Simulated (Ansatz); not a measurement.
CH4OS2, SMILES OCSS, a rigid scan of one bond length

Computed with the Python package of Ansatz (0.2.0).

`scan_ch4os2.py`
```python
# -*- coding: utf-8 -*-
"""Stretching a bond of CH4OS2, the rest held rigid."""

import warnings

import ansatz as az
from ase import Atoms
import numpy as np

BASIS = "def2-SVP"
XC = "hf"

warnings.simplefilter("ignore", az.DeckWarning)

atoms = Atoms(["O", "C", "S", "S", "H", "H", "H", "H"], positions=[
    (-0.9485, 0.6535, -0.318),
    (0.372, 0.7183, 0.0316),
    (0.7628, -0.6197, 1.1601),
    (0.3937, -2.2796, 0.068),
    (-1.1312, 1.4334, -0.9591),
    (0.5869, 1.6906, 0.5234),
    (1.0184, 0.654, -0.8655),
    (-0.962, -2.3077, 0.3036),
])
system = az.Crystal.molecule_from_ase(atoms)

symbols = [site.symbol for site in system.cartesian_sites]
start = np.array([site.position_ang for site in system.cartesian_sites])
axis = (start[4] - start[0]) / np.linalg.norm(start[4] - start[0])
moving = [4]
lengths, energies = [0.87, 0.94, 1.03, 1.13, 1.28, 1.54, 1.85, 2.26], []
for length in lengths:
    xyz = start.copy()
    xyz[moving] += (length - np.linalg.norm(start[4] - start[0])) * axis
    point = az.Crystal.molecule()
    for symbol, xyz in zip(symbols, xyz):
        point = point.atom(symbol, xyz.tolist())
    calculation = point.calculation().basis(gaussian=BASIS).functional(XC)
    r = calculation.run().report
    energies.append(r["free_energy_ev"])
    print(f"r = {length:6.3f} A  E = {energies[-1]:.5f} eV  <S^2> = {abs(r['mean_field']['state']['spin_squared']):.3f}")

print("energy above the lowest point (eV):", [round(e - min(energies), 3) for e in energies])
```

Output of `python scan_ch4os2.py`:
```text
r =  0.870 A  E = -24755.49426 eV  <S^2> = 0.000
r =  0.940 A  E = -24755.69990 eV  <S^2> = 0.000
r =  1.030 A  E = -24755.52255 eV  <S^2> = 0.000
r =  1.130 A  E = -24755.00846 eV  <S^2> = 0.000
r =  1.280 A  E = -24753.98419 eV  <S^2> = 0.000
r =  1.540 A  E = -24752.16189 eV  <S^2> = 0.000
r =  1.850 A  E = -24750.36305 eV  <S^2> = 0.000
r =  2.260 A  E = -24748.64197 eV  <S^2> = 0.000
energy above the lowest point (eV): [0.206, 0.0, 0.177, 0.691, 1.716, 3.538, 5.337, 7.058]
```

What to keep in mind:
- The settings weren't tested for convergence.
- The rest of the molecule is held rigid at a force-field or estimated start geometry, and the basis set is modest; single-reference methods fail as a bond breaks.
- Hartree-Fock leaves correlation out, so bond, atomisation and ionisation energies come out well too low.
- The orbitals are restricted, so S² is zero by construction.
- Toward dissociation an unrestricted state can lie under the restricted one, by tenths of an eV for polar bonds under a functional and by 1 to 2 eV or more for others.
- Wall time of the script: 7.2 s on 1 thread of Arm Neoverse V1, with other jobs on the host, peak memory 0.21 GiB.

(A comment or docstring line of the script was reworded after the run, the code is as it ran; lines on the test bed's own set-up are left out of the output.)
